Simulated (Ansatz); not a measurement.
These are PBE0-D3(BJ)/def2-TZVP in Ansatz (a program for electronic structure) values and carry that method's errors. No frequencies were computed at this level.

Ansatz 0.2 input:
```yaml
crystal:
  periodic: [false, false, false]
  atoms:
    - { symbol: C, position_ang: [0.00001, 0.000007, -0.000176] }
    - { symbol: H, position_ang: [1.036633, -0.254722, 0.0] }
    - { symbol: H, position_ang: [-0.738873, -0.77039, -0.001905] }
    - { symbol: H, position_ang: [-0.297769, 1.025104, 0.002081] }
basis:
  gaussian: { orbitals: def2-tzvp }
hamiltonian:
  xc: pbe0
  dispersion: d3bj
relax:
  max_steps: 150
magnetization:
  spin_polarized: true
  initial_magnetization: 1
```

Output:

```
Functional definition: PBE0
312 factors; their error is unknown
mean field evaluation 1: about -1080.4580 eV, gradient 2.3e1 eV
mean field evaluation 2: about -1080.7441 eV, gradient 2.1e1 eV
mean field evaluation 4: about -1082.9839 eV, gradient 9.6e-2 eV
mean field evaluation 8: about -1082.9776 eV, gradient 1.3e-3 eV
mean field -1082.97763626 eV, -39.7986940638 hartree, gradient 8.6e-6 eV, S^2 0.754501; 0 other end points of the search recorded, 0 dependent functions left out
reference -1082.97765607 eV, -39.7986947919 hartree; 5, 4 occupied and 44, 45 virtual orbitals, 312 factors
relax step   1: F+E_penalty+E_count = -1082.99574233 eV  Δ(F+E_penalty+E_count) = +0.000e0 eV  max|allowed force component| = 4.606e-1 eV/Å  Δτ_max = 0.0000 Å  (22 SCF iters, accepted)
these checks for a lower state are left out or cut short: starts, cluster_reference, orbital_swaps, neighbouring_geometries, increment
312 factors; their error is unknown
mean field evaluation 16: about -1082.9858 eV, gradient 1.7e-1 eV
mean field -1082.98588770 eV, -39.7989972987 hartree, gradient 3.9e-6 eV, S^2 0.754612; 0 other end points of the search recorded, 0 dependent functions left out
reference -1082.98590754 eV, -39.7989980278 hartree; 5, 4 occupied and 44, 45 virtual orbitals, 312 factors
relax step   2: F+E_penalty+E_count = -1083.00398937 eV  Δ(F+E_penalty+E_count) = -8.247e-3 eV  max|allowed force component| = 1.113e-1 eV/Å  Δτ_max = 0.0097 Å  (28 SCF iters, accepted)
these checks for a lower state are left out or cut short: starts, cluster_reference, orbital_swaps, neighbouring_geometries, increment
312 factors; their error is unknown
mean field -1082.88574697 eV, -39.7953171949 hartree, gradient 4.1e-6 eV, S^2 0.754206; 0 other end points of the search recorded, 0 dependent functions left out
reference -1082.88576746 eV, -39.7953179479 hartree; 5, 4 occupied and 44, 45 virtual orbitals, 312 factors
relax step   3: F+E_penalty+E_count = -1082.90385424 eV  Δ(F+E_penalty+E_count) = +1.001e-1 eV  max|allowed force component| = 1.190e0 eV/Å  Δτ_max = 0.1698 Å  (32 SCF iters, rejected (line search))
these checks for a lower state are left out or cut short: starts, cluster_reference, orbital_swaps, neighbouring_geometries, increment
312 factors; their error is unknown
mean field evaluation 32: about -1082.9865 eV, gradient 6.7e-5 eV
mean field -1082.98651138 eV, -39.7990202185 hartree, gradient 3.9e-6 eV, S^2 0.754653; 0 other end points of the search recorded, 0 dependent functions left out
reference -1082.98653123 eV, -39.7990209479 hartree; 5, 4 occupied and 44, 45 virtual orbitals, 312 factors
relax step   4: F+E_penalty+E_count = -1083.00461157 eV  Δ(F+E_penalty+E_count) = -6.222e-4 eV  max|allowed force component| = 2.936e-3 eV/Å  Δτ_max = 0.0061 Å  (28 SCF iters, accepted)
312 factors; their error is unknown
mean field -1082.98651138 eV, -39.7990202185 hartree, gradient 1.1e-5 eV, S^2 0.754653; 1 other end points of the search recorded, 0 dependent functions left out
reference -1082.98653123 eV, -39.7990209479 hartree; 5, 4 occupied and 44, 45 virtual orbitals, 312 factors
Total energy: -1083.00463142 eV, -39.7996861176 hartree
Atom 0 at     0.000002     0.000001     0.000178 Å, force    -0.000048    -0.000061    -0.000588 eV/Å
Atom 1 at     1.048970    -0.257729    -0.000119 Å, force    -0.002936     0.000752     0.000196 eV/Å
Atom 2 at    -0.747680    -0.779567    -0.002047 Å, force     0.002111     0.002197     0.000201 eV/Å
Atom 3 at    -0.301290     1.037294     0.001987 Å, force     0.000873    -0.002888     0.000190 eV/Å
Dipole moment:    -0.000000     0.000000    -0.000109 e Å
```

Cost: roughly 4 core-seconds.
